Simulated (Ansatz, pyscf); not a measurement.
H₂Si=PH (SMILES [SiH2]=P) + H₂O (SMILES O) → HO–PH–SiH₃ (SMILES OP[SiH3]), an addition across a multiple bond or ene-type step on the singlet surface: H–O broken, O–P, H–Si formed. Structures and frequencies: ωB97X-D3(BJ)/def2-SVP in PySCF. Wave-function energies: Ansatz (a program for electronic structure), frozen core, RHF or UHF references. In kJ/mol, from the separated reactants.

Cost: rough CPU time of the saddle's run relative to CCSD(T)/cc-pV(D+d)Z, from one job on a shared machine, with the HF step and its search for lower states.

| level | barrier | reaction energy | cost |
|---|---|---|---|
| ωB97M-D3(BJ)/def2-TZVP | 109.60 | -121.69 | – |
| PBE/def2-TZVP | 89.94 | -106.47 | – |
| CCSD(T)/cc-pV(D+d)Z | 128.02 | -89.36 | 1 |
| CCSDT(Q)/cc-pV(D+d)Z | ? | ? | 200 |
| CCSD(T)/cc-pV(T+d)Z | 126.03 | -104.37 | 9 |
| CCSD(T)/cc-pV(Q+d)Z | ? | -106.26 | – |

Question: Complete the blanks.

Answer: 
- CCSDT(Q)/cc-pV(D+d)Z, barrier: 127.32
- CCSDT(Q)/cc-pV(D+d)Z, reaction energy: -88.21
- CCSD(T)/cc-pV(Q+d)Z, barrier: 129.12

In cc-pV(D+d)Z, going from CCSD(T) to CCSDT(Q) shifts the barrier by -0.71 and the reaction energy by +1.15 kJ/mol. With HF in the quadruple-zeta basis and the correlation energy extrapolated as X⁻³ from X = 3, 4, CCSD(T) gives 128.65 and -107.86; adding the double-zeta shift gives ΔE‡ = 127.94 and ΔE = -106.71 kJ/mol, without core correlation, relativity or geometry relaxation at these levels. The reactants may also form a dative adduct at H₂Si=PH; it and routes through it were not searched. The same reactants have a lower exit, to HO–SiH₂–PH₂ (barrier -28.06 kJ/mol at ωB97M-D3(BJ)/def2-TZVP, against +109.60 kJ/mol here). HO–PH–SiH₃ lies 113.81 kJ/mol over its isomer HO–SiH₂–PH₂ (electronic energy, ωB97M-D3(BJ)/def2-TZVP). This is the saddle that the search found; another between the same sides may lie lower.
